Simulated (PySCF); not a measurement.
Species: thiirane, C2H4S.
SMILES: `C1CS1`

Linear response at wB97X-D/def2-SVPD (PySCF, frozen core in the response, non-relativistic). Geometry: PBE0-D3(BJ)/def2-SVP; no solvent, vibrations or thermal averaging.

Static isotropic polarisability: 43.46 au (6.44 Å³), principal values 38.1, 41.6, 50.7 au.

(1) What is the polarisability at 1064 nm and at the sodium D line?

(2) What is the isotropic C6 coefficient between two such molecules, C6 = (3/π)∫α(iω)² dω?

(3) Which effective excitation energy ω̄ makes London's formula C6 = (3/4)α²ω̄ exact here?

(4) What three-body coefficient follows from the one-pole estimate C9 = (3/4)·α·C6?

(5) The lowest 6 singlets have (eV, f): 4.92, 0.000; 6.30, 0.024; 6.72, 0.028; 7.13, 0.071; 7.38, 0.000; 8.18, 0.068. What share of the static polarisability do they carry in the sum over states α = Σ f/ω²?

(6) What n − 1 at the D line would an ideal gas of it have at 273.15 K and 1 atm (2.6868 × 10¹⁹ cm⁻³), by n − 1 = 2π·N·α′?

Results:

(1) 43.84 au at 1064 nm (+0.9 %), 44.74 au at 589.3 nm (+2.9 %). The rise at 589.3 nm is 3.37 times that at 1064 nm; a pure ω² law gives 3.26. The lowest singlet lies at 252 nm, shorter than both wavelengths.

(2) 744.5 au (Eh·bohr⁶) by a ten-point quadrature over imaginary frequencies, which is 445 eV·Å⁶ or 42.9 J·nm⁶/mol.

(3) ω̄ = 4·C6/(3α²) = 0.526 Eh = 14.3 eV. A one-pole form α(ω) = α/(1 − ω²/ω̄²) fitted to the 1064 nm value gives 12.5 eV. London's choice of the ionisation energy (9.10 eV, ΔSCF at the same level) gives C6 = 474 au, 36 % too low.

(4) 24300 au. This is an estimate from the two numbers above, not a computed integral.

(5) 2.70 au, 6.2 % of α; the largest term, 1.04 au, is that of the state at 7.13 eV. Their oscillator strengths add up to 0.19. Higher states carry the rest.

(6) 11.19 × 10⁻⁴, a formal value whether or not that pressure can be reached.

Note: wB97X-D ran without an empirical dispersion term, which enters the total energy and its gradient alone.
